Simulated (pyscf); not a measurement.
Thermochemistry of product channels of AsH [triplet] + water (H₂O) on the triplet surface, in kJ/mol, from ωB97M-D3(BJ)/def2-TZVP energies (ideal gas, 1 atm, RRHO with modes under 100 cm⁻¹ raised to 100, one conformer, R ln 2 for rigid chiral ones). PySCF, gas phase, ωB97X-D3(BJ)/def2-SVP geometries.

```
products                               ΔE  ΔH(298 K)  ΔG(900 K)  ΔG(1200 K)
---------------------------------  ------  ---------  ---------  ----------
O=AsH + H atom (H•) + H atom (H•)  +505.9     +463.7     +384.1      +352.6
HO–As: [triplet] + hydrogen (H₂)    +22.2      +11.7      +18.6       +19.1
HO–AsH• + H atom (H•)              +177.8     +161.3     +174.9      +176.1
•O–AsH₂ + H atom (H•)              +317.5     +291.6     +306.5      +308.0
AsH₂• + hydroxyl (OH•)             +205.7     +191.3     +184.5      +181.3
```

These are energies of the channels, which say nothing of barriers. Left out: orbital degeneracy and the spin-orbit lowering of OH. Elements up to Kr have no core potential and no relativistic terms here.
